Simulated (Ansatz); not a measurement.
Results of r²SCAN-D4 (plane waves, PAW; Ansatz, a quantum-chemistry and plane-wave program) for body-centred tetragonal In.

Settings: plane-wave cutoff 560 eV, 24×24×24 k mesh, Fermi–Dirac smearing 0.05 eV, scalar-relativistic PAW data made under PBE.

Properties against volume:

Shape and atoms are relaxed at each volume.

| V (Å³/atom) | P (GPa) | c (Å) | a (Å) |
|---|---|---|---|
| 24.831 | 2.02 | 4.879 | 3.190 |
| 25.348 | 0.95 | 4.923 | 3.209 |
| 25.865 | 0.00 | 4.957 | 3.230 |
| 26.383 | -0.84 | 4.992 | 3.251 |
| 26.900 | -1.58 | 5.032 | 3.270 |

Note: the bulk modulus comes from volumes at which shape and atoms were relaxed.
